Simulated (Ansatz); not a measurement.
Mulliken charges of `F[CH]OCF` radical from ωB97M-V/def2-TZVPP in Ansatz (PBE0-D4/def2-TZVP geometry).

```csv
atom,x (Å),y (Å),z (Å),charge (e)
F1,0.675,-0.254,1.788,-0.188
C2,0.152,0.742,1.054,0.148
O3,-0.661,0.325,0.064,-0.245
C4,-0.089,-0.491,-0.909,0.147
F5,0.591,0.270,-1.816,-0.210
H6,-0.273,1.540,1.654,0.118
H7,0.612,-1.204,-0.471,0.113
H8,-0.915,-0.985,-1.421,0.117
```

By hand: the dipole of these point charges (1 e Å = 4.8032 D).

Σ q r = (-0.150, -0.121, 0.028) e Å, of length 0.195 e Å = 0.94 D.

How does the dipole of the full density compare? (An estimate is asked.)

The calculation gave: (-0.180, -0.156, 0.066) e Å, 1.19 D; the point charges give 0.79 times that, at 7° from its direction.

Point charges leave out the atoms' own dipoles, such as those of lone pairs, and Mulliken's split depends on the basis, so the two needn't agree.
